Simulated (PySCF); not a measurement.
CH4. Atoms are numbered in the order given.

```xyz
5

C      0.0000     0.0000     0.0000
H      0.6291    -0.6291     0.6291
H     -0.6291    -0.6291    -0.6291
H     -0.6291     0.6291     0.6291
H      0.6291     0.6291    -0.6291
```

Geometry optimised at PBE0-D3(BJ)/def2-TZVPD.

These are PBE/def2-TZVPD run with PySCF values and carry that method's errors.

Problem. Estimate the frontier levels, gap, dipole moment and polarisability. (The exact figures need the calculation; the answer reports its results.)

Solution. 
The highest occupied level is -9.44 eV and the lowest empty level comes out as 0.00 eV. The orbital gap is 9.44 eV and the dipole moment comes out as 0.00 D. The quadrupole, principal values (traceless, Buckingham form, about the centre of nuclear charge) is 0.00, 0.00, 0.00 D·Å and the mean static polarisability is 17.4 bohr³ (2.58 Å³). The polarisability, principal values is 17.4, 17.4, 17.4 bohr³.
